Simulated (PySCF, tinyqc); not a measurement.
Inside a calculation. Method: MP2 on RHF in the sto-3g basis, frozen core, for HF, spin multiplicity 1. The lowest restricted solution is unstable here: a spin-polarised one lies 0.0091 hartree lower (PySCF). Computed by tinyqc, a small Python program that keeps every step (integrals from PySCF). Settings: charge = 0, multiplicity = 1, basis = sto-3g, method = RHF, frozen orbitals = 1, energy threshold = 1e-10, iteration cap = 73, orthogonalisation = canonical, start = Wolfsberg-Helmholz matrix, DIIS depth = 6. Command: `OMP_NUM_THREADS=1 python tinyqc.py 26054 26055 out.jsonl` (the two numbers bound the seeds that draw the settings). One thread of a shared host (Intel(R) Xeon(R) Processor @ 2.60GHz), about 0.1 s of CPU time with the checks. The early iterations of the SCF are left out here.

## One-electron integrals

Geometry (angstrom):
```
atom        x        y        z
F     0.00000  0.00000  0.00000
H     0.00000  0.00000  1.30100
```

Basis sto-3g: exponents (1/bohr^2) and contraction coefficients of normalised primitives:
```
element  l (shell)   exponent  coefficient
F            s (1)  166.67913      0.15433
F            s (1)   30.36081      0.53533
F            s (1)    8.21682      0.44463
F            s (2)    6.46480     -0.09997
F            s (2)    1.50228      0.39951
F            s (2)    0.48859      0.70012
F            p (3)    6.46480      0.15592
F            p (3)    1.50228      0.60768
F            p (3)    0.48859      0.39196
H            s (1)    3.42525      0.15433
H            s (1)    0.62391      0.53533
H            s (1)    0.16886      0.44463
```

Overlap, kinetic and nuclear-attraction integrals over the contracted functions; the nuclear repulsion is the sum of Za Zb / Rab.

nuclear repulsion = 3.6607186 hartree

overlap S, lower triangle:
```
          1F 1s    1F 2s   1F 2px   1F 2py   1F 2pz    2H 1s
1F 1s   1.00000
1F 2s   0.23799  1.00000
1F 2px  0.00000  0.00000  1.00000
1F 2py  0.00000  0.00000  0.00000  1.00000
1F 2pz  0.00000  0.00000  0.00000  0.00000  1.00000
2H 1s   0.01992  0.23682  0.00000  0.00000  0.21147  1.00000
```

kinetic energy T (hartree), lower triangle:
```
           1F 1s    1F 2s   1F 2px   1F 2py   1F 2pz    2H 1s
1F 1s   36.98458
1F 2s   -0.21286  1.03800
1F 2px   0.00000  0.00000  3.24801
1F 2py   0.00000  0.00000  0.00000  3.24801
1F 2pz   0.00000  0.00000  0.00000  0.00000  3.24801
2H 1s   -0.00652  0.00477  0.00000  0.00000  0.06457  0.76003
```

nuclear attraction V (hartree), lower triangle:
```
            1F 1s      1F 2s     1F 2px     1F 2py     1F 2pz     2H 1s
1F 1s   -77.41633
1F 2s    -9.27361  -11.94783
1F 2px    0.00000    0.00000  -11.83999
1F 2py    0.00000    0.00000    0.00000  -11.83999
1F 2pz   -0.00748   -0.09334    0.00000    0.00000  -11.88609
2H 1s    -0.79447   -1.98221    0.00000    0.00000   -1.50674  -4.85333
```

core Hamiltonian H = T + V (hartree), lower triangle:
```
            1F 1s      1F 2s    1F 2px    1F 2py    1F 2pz     2H 1s
1F 1s   -40.43175
1F 2s    -9.48647  -10.90983
1F 2px    0.00000    0.00000  -8.59198
1F 2py    0.00000    0.00000   0.00000  -8.59198
1F 2pz   -0.00748   -0.09334   0.00000   0.00000  -8.63807
2H 1s    -0.80099   -1.97744   0.00000   0.00000  -1.44218  -4.09330
```

## Two-electron integrals

Functions are numbered as in S; the eight-fold symmetry (ij|kl) = (ji|kl) = (kl|ij) leaves the list below.

Two-electron integrals (ij|kl) in chemists' order, unique and non-zero (hartree):
```
(11|11) 5.40350   (21|11) 0.84192   (21|21) 0.15630   (22|11) 1.26803
(22|21) 0.29234   (22|22) 0.92617   (31|31) 0.02800   (32|31) 0.04317
(32|32) 0.20459   (33|11) 1.26450   (33|21) 0.29240   (33|22) 0.92596
(33|33) 0.99751   (41|41) 0.02800   (42|41) 0.04317   (42|42) 0.20459
(43|43) 0.05377   (44|11) 1.26450   (44|21) 0.29240   (44|22) 0.92596
(44|33) 0.88997   (44|44) 0.99751   (51|51) 0.02800   (52|51) 0.04317
(52|52) 0.20459   (53|53) 0.05377   (54|54) 0.05377   (55|11) 1.26450
(55|21) 0.29240   (55|22) 0.92596   (55|33) 0.88997   (55|44) 0.88997
(55|55) 0.99751   (61|11) 0.07127   (61|21) 0.01313   (61|22) 0.02445
(61|33) 0.02441   (61|44) 0.02441   (61|51) 0.00051   (61|52) 0.00097
(61|55) 0.02452   (61|61) 0.00111   (62|11) 0.20220   (62|21) 0.04734
(62|22) 0.17006   (62|33) 0.16750   (62|44) 0.16750   (62|51) 0.00318
(62|52) 0.02617   (62|55) 0.17501   (62|61) 0.00404   (62|62) 0.04032
(63|31) 0.00469   (63|32) 0.02881   (63|53) 0.00533   (63|63) 0.00568
(64|41) 0.00469   (64|42) 0.02881   (64|54) 0.00533   (64|64) 0.00568
(65|11) 0.14673   (65|21) 0.03476   (65|22) 0.13384   (65|33) 0.12838
(65|44) 0.12838   (65|51) 0.00670   (65|52) 0.04798   (65|55) 0.14462
(65|61) 0.00307   (65|62) 0.03910   (65|65) 0.04340   (66|11) 0.40286
(66|21) 0.09581   (66|22) 0.39804   (66|33) 0.38648   (66|44) 0.38648
(66|51) 0.00700   (66|52) 0.08280   (66|55) 0.42084   (66|61) 0.00820
(66|62) 0.12852   (66|65) 0.14600   (66|66) 0.77461
```

## Orthogonalisation

S = U s U^T; canonical form X = U s^(-1/2), so that X^T S X = 1. Each column of U has its largest component positive (the first on a tie).

eigenvalues of S: 0.63591  0.85558  1.00000  1.00000  1.12589  1.38263

X:
```
               1         2        3         4         5        6
1F 1s   -0.47568   0.65665  0.00000   0.00000  -0.52853  0.35341
1F 2s    0.78928  -0.36172  0.00000   0.00000  -0.31022  0.52670
1F 2px   0.00000   0.00000  0.07589   0.99712   0.00000  0.00000
1F 2py   0.00000   0.00000  0.99712  -0.07589   0.00000  0.00000
1F 2pz   0.42715   0.64325  0.00000   0.00000   0.61521  0.27403
2H 1s   -0.73544  -0.43931  0.00000   0.00000   0.36623  0.49584
```

Within a degenerate level the vectors are fixed only up to a rotation; this is one choice.

## Iteration 6 (converged): orbitals

converged F (hartree), lower triangle:
```
            1F 1s     1F 2s    1F 2px    1F 2py    1F 2pz     2H 1s
1F 1s   -25.92029
1F 2s    -6.62589  -3.01493
1F 2px    0.00000   0.00000  -0.46409
1F 2py    0.00000   0.00000   0.00000  -0.46409
1F 2pz   -0.01393  -0.01665   0.00000   0.00000  -0.20118
2H 1s    -0.56656  -0.57378   0.00000   0.00000  -0.40277  -0.25769
```

Diagonalise F' = X^T F X, C = X C', fill 5 alpha and 5 beta electrons from the bottom; D = 2 C_occ C_occ^T. Each column has its largest component positive (the first on a tie).

F' = X^T F X (hartree), lower triangle:
```
          1         2         3         4         5         6
1  -2.42678
2   4.70655  -8.18832
3   0.00000   0.00000  -0.46409
4   0.00000   0.00000   0.00000  -0.46409
5  -4.27330   8.45253   0.00000   0.00000  -9.63059
6   3.25319  -6.81527   0.00000   0.00000   7.70884  -7.23417
```

orbital energies (hartree): MO1 -25.92950, MO2 -1.40987, MO3 -0.46616, MO4 -0.46409, MO5 -0.46409, MO6 0.32567

coefficients C:
```
             MO1       MO2       MO3       MO4      MO5       MO6
1F 1s    0.99501  -0.25939   0.04553   0.00000  0.00000   0.04802
1F 2s    0.02041   1.00301  -0.23130   0.00000  0.00000  -0.25980
1F 2px   0.00000   0.00000   0.00000  -0.34484  0.93866   0.00000
1F 2py   0.00000   0.00000   0.00000   0.93866  0.34484   0.00000
1F 2pz   0.00108   0.01856   0.68532   0.00000  0.00000  -0.76145
2H 1s   -0.00270   0.08930   0.60756   0.00000  0.00000   0.85833
```

D after iteration 6, lower triangle:
```
           1F 1s     1F 2s   1F 2px   1F 2py   1F 2pz    2H 1s
1F 1s    2.11879
1F 2s   -0.50078   2.11991
1F 2px   0.00000   0.00000  2.00000
1F 2py   0.00000   0.00000  0.00000  2.00000
1F 2pz   0.05493  -0.27976  0.00000  0.00000  0.94002
2H 1s    0.00363  -0.10204  0.00000  0.00000  0.83606  0.75423
```

Within a degenerate level the vectors are fixed only up to a rotation; this is one choice.

## Convergence

Stop when the energy changes by less than 1e-10 hartree and every element of the error matrix X^T (F D S - S D F) X is below 3e-06.

Course of the cycle:
```
iteration  E (hartree)     change  largest element of the error matrix
1          -98.1349614          -                             3.77e-01
2          -98.4864443  -3.51e-01                             6.31e-02
3          -98.4881951  -1.75e-03                             1.25e-02
4          -98.4882714  -7.63e-05                             1.46e-04
5          -98.4882714  -3.22e-08                             3.86e-06
6          -98.4882714  -1.43e-11                             1.46e-07
```

PySCF RHF in the same basis = -98.4882714 hartree

Converged in 6 iterations.

## Integrals over molecular orbitals

(pq|rs) = sum C_ip C_jq C_kr C_ls (ij|kl), one index at a time.

one-electron integrals over orbitals h = C^T H C (hartree), lower triangle:
```
           1         2         3         4         5         6
1  -40.41455
2    0.72487  -9.12074
3   -0.11974   0.46608  -6.69604
4    0.00000   0.00000   0.00000  -8.59198
5    0.00000   0.00000   0.00000   0.00000  -8.59198
6   -0.13149   0.72239   2.31571   0.00000   0.00000  -5.95229
```

Two-electron integrals over orbitals (pq|rs), unique and non-zero (hartree); the lowest 1 orbital is frozen and left out:
```
(22|22) 0.87588    (32|22) -0.04567   (32|32) 0.13084    (33|22) 0.68172
(33|32) -0.01134   (33|33) 0.66496    (42|42) 0.19027    (43|42) -0.02561
(43|43) 0.03405    (44|22) 0.89717    (44|32) -0.06240   (44|33) 0.66783
(44|44) 0.99751    (52|52) 0.19027    (53|52) -0.02561   (53|53) 0.03405
(54|54) 0.05377    (55|22) 0.89717    (55|32) -0.06240   (55|33) 0.66783
(55|44) 0.88997    (55|55) 0.99751    (62|22) -0.07835   (62|32) -0.07997
(62|33) -0.02097   (62|44) -0.07790   (62|55) -0.07790   (62|62) 0.09132
(63|22) -0.24649   (63|32) 0.07597    (63|33) -0.08990   (63|44) -0.25307
(63|55) -0.25307   (63|62) 0.03324    (63|63) 0.23933    (64|42) -0.02616
(64|43) -0.02301   (64|64) 0.02872    (65|52) -0.02616   (65|53) -0.02301
(65|65) 0.02872    (66|22) 0.63292    (66|32) 0.04226    (66|33) 0.64234
(66|44) 0.61836    (66|55) 0.61836    (66|62) -0.05093   (66|63) -0.02765
(66|66) 0.66684
```

## Second-order Moller-Plesset energy

Hartree-Fock energy = -98.4882714 hartree

E2 = sum_ijab (ia|jb) [2 (ia|jb) - (ib|ja)] / (e_i + e_j - e_a - e_b) over occupied i, j and virtual a, b; the opposite-spin part is (ia|jb)^2 / denominator, the rest is same-spin, and SCS-MP2 scales them by 6/5 and 1/3.

Terms:
```
i  j  a  b  (ia|jb)  (ib|ja)  denominator      term
3  3  6  6  0.23933  0.23933     -1.58367  -0.03617
2  2  6  6  0.09132  0.09132     -3.47107  -0.00240
4  4  6  6  0.02872  0.02872     -1.57951  -0.00052
5  5  6  6  0.02872  0.02872     -1.57951  -0.00052
2  3  6  6  0.03324  0.03324     -2.52737  -0.00044
3  2  6  6  0.03324  0.03324     -2.52737  -0.00044
```

Pair energies (hartree; pair i-j sums ij and ji):
```
pair  opposite spin  same spin
2-2        -0.00240    0.00000
3-2        -0.00087    0.00000
3-3        -0.03617    0.00000
4-4        -0.00052    0.00000
5-5        -0.00052    0.00000
```

MP2 correlation energy = -0.0404911 hartree

SCS-MP2 correlation energy = -0.0485893 hartree

MP2 total energy = -98.5287625 hartree
